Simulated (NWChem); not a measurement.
Everything below was run with NWChem. System: disulfur (S2), charge 0, spin multiplicity 3, at a geometry optimised with UPBE0/def2-SVP. Its SCF solution wasn't tested for a lower state. Level: ROCCSDT/cc-pVDZ, 10 core orbitals frozen.

Output (cleaned and shortened):

```
             Northwest Computational Chemistry Package (NWChem) 7.3.0
             --------------------------------------------------------

                                NWChem Input Module
                                -------------------

 Scaling coordinates for geometry "geometry" by  1.889725989
 (inverse scale =  0.529177249)

 Turning off AUTOSYM since
 SYMMETRY directive was detected!

                             Geometry "geometry" -> ""
                             -------------------------

 Output coordinates in angstroms (scale by  1.889725989 to convert to a.u.)

  No.       Tag          Charge          X              Y              Z
 ---- ---------------- ---------- -------------- -------------- --------------
    1 S                   16.0000     0.00000000     0.00000000     0.95197100
    2 S                   16.0000     0.00000000     0.00000000    -0.95197100

 Effective nuclear repulsion energy (a.u.)      71.1520496653

            Nuclear Dipole moment (a.u.)
            ----------------------------
        X                 Y               Z
 ---------------- ---------------- ----------------
     0.0000000000     0.0000000000     0.0000000000

      Symmetry information
      --------------------

 Group name             D2h
 Group number             26
 Group order               8
 No. of unique centers     1

      Symmetry unique atoms

     1


 Summary of "ao basis" -> "" (spherical)
 ------------------------------------------------------------------------------
       Tag                 Description            Shells   Functions and Types
 ---------------- ------------------------------  ------  ---------------------
 *                          cc-pvdz                   on all atoms

 Summary of "ao basis" -> "ao basis" (spherical)
 ------------------------------------------------------------------------------
       Tag                 Description            Shells   Functions and Types
 ---------------- ------------------------------  ------  ---------------------
 S                          cc-pvdz                  8       18   4s3p1d

                                 NWChem SCF Module
                                 -----------------

  ao basis        = "ao basis"
  functions       =    36
  atoms           =     2
  closed shells   =    15
  open shells     =     2
  charge          =   0.00
  wavefunction    = ROHF
  use symmetry    = T
  symmetry adapt  = T

 Summary of "ao basis" -> "ao basis" (spherical)
[...]
     1   1 0 0     -0.000000      0.000000      0.000000
     1   0 1 0     -0.000000      0.000000      0.000000
     1   0 0 1     -0.000000      0.000000      0.000000

     2   2 0 0    -19.407074     -3.836411      0.000000
     2   1 1 0      0.000000      0.000000      0.000000
     2   1 0 1     -0.000000      0.000000      0.000000
     2   0 2 0    -19.407074     -3.836411      0.000000
     2   0 1 1     -0.000000      0.000000      0.000000
     2   0 0 2    -18.125693    -10.628252    103.560726

                   NWChem Extensible Many-Electron Theory Module
                   ---------------------------------------------


            General Information
            -------------------
      Number of processors :     1
         Wavefunction type : Restricted open-shell Hartree-Fock
          No. of electrons :    32
           Alpha electrons :    17
            Beta electrons :    15
           No. of orbitals :    72
            Alpha orbitals :    36
             Beta orbitals :    36
        Alpha frozen cores :    10
         Beta frozen cores :    10
     Alpha frozen virtuals :     0
      Beta frozen virtuals :     0
         Spin multiplicity : triplet
    Number of AO functions :    36
       Number of AO shells :    16
        Use of symmetry is : on
      Symmetry adaption is : on
         Schwarz screening : 0.10D-09

          Correlation Information
          -----------------------
          Calculation type : Coupled-cluster singles, doubles, & triples
   Perturbative correction : none
            Max iterations :      100
        Residual threshold : 0.10D-05
     T(0) DIIS level shift : 0.00D+00
     L(0) DIIS level shift : 0.00D+00
     T(1) DIIS level shift : 0.00D+00
     L(1) DIIS level shift : 0.00D+00
     T(R) DIIS level shift : 0.00D+00
     T(I) DIIS level shift : 0.00D+00
   CC-T/L Amplitude update :  5-th order DIIS
                I/O scheme : Global Array Library
        L-threshold :  0.10D-05
        EOM-threshold :  0.10D-05
 no EOMCCSD initial starts read in
 TCE RESTART OPTIONS
 SLICE:      F
 D4D5:       F
 quantumc:   F
 qrotation:  F
 pwtce:      F
 qducc:      F
 nacto:                         0
 nrotv:                         0
 nrot:                          0

            Memory Information
            ------------------
          Available GA space size is     249034208 doubles
          Available MA space size is     104854836 doubles

 Maximum block size supplied by input
 Maximum block size        24 doubles

 tile_dim =      5

 -------------------------------------------------

 Global array virtual files algorithm will be used

 Parallel file system coherency ......... OK

 4-electron integrals stored in orbital form

 v2    file size   =            11299
 4-index algorithm nr.  13 is used
 imaxsize =       30
 imaxsize ichop =        0
 IN MAPPING 1 for UCC(4),CCSDT,CCSDTQ


 CCSDT iterations
 --------------------------------------------------------
 Iter          Residuum       Correlation     Cpu    Wall
 --------------------------------------------------------
    1   0.5570570773936  -0.2675402056164    41.8    41.8
    2   0.1569641166434  -0.2586567013256    41.6    41.6
    3   0.1083407329833  -0.2853465698622    43.3    43.3
    4   0.0568351617112  -0.2765168591690    44.2    44.2
    5   0.0366855084347  -0.2836315780108    41.9    41.9
    6   0.0047745739823  -0.2816492452234    43.8    43.8
    7   0.0023469609753  -0.2817393592010    47.4    47.4
    8   0.0012166567902  -0.2817120410674    46.3    46.3
    9   0.0007621050045  -0.2817389775001    42.1    42.1
   10   0.0004342291441  -0.2817335994367    39.0    39.0
   11   0.0000822781283  -0.2817429754681    37.5    37.5
   12   0.0000400524180  -0.2817452626622    38.6    38.6
   13   0.0000210286490  -0.2817450075953    36.4    36.4
   14   0.0000122633470  -0.2817452343299    42.1    42.1
   15   0.0000069948978  -0.2817450707852    44.0    44.0
   16   0.0000018187999  -0.2817450199180    45.8    45.8
   17   0.0000010699845  -0.2817451398553    48.8    48.8
   18   0.0000005266955  -0.2817451108914    49.2    49.2
 --------------------------------------------------------
 Iterations converged
 CCSDT correlation energy / hartree =        -0.281745110891413
 CCSDT total energy / hartree       =      -795.331328763375382

 Singles contributions

 Doubles contributions
    16b2g (beta )    17b3g (beta ) ---    15b2u (beta )    14b3u (beta )        0.1212708752

 Task  times  cpu:      782.2s     wall:      782.2s

 Total times  cpu:      782.2s     wall:      782.2s
```

Problem. Write an NWChem input that would produce this output.

Solution. Several could match; the one computed here: 
```
start mol
memory heap 100 mb stack 700 mb global 1900 mb
geometry units angstroms nocenter noautoz
  S      0.000000     0.000000     0.951971
  S      0.000000     0.000000    -0.951971
  symmetry group D2h
end
basis spherical
  * library cc-pvdz
end
scf
  rohf
  nopen 2
  maxiter 100
  thresh 1e-7
  semidirect memsize 60000000 filesize 0
  # guess.movecs holds the orbitals of an unrestricted PBE0 run
  vectors input guess.movecs output mol.movecs
end
tce
  freeze core 10
  ccsdt
  2eorb
  2emet 13
  thresh 1e-6
  maxiter 100
  tilesize 24
end
task tce energy
```
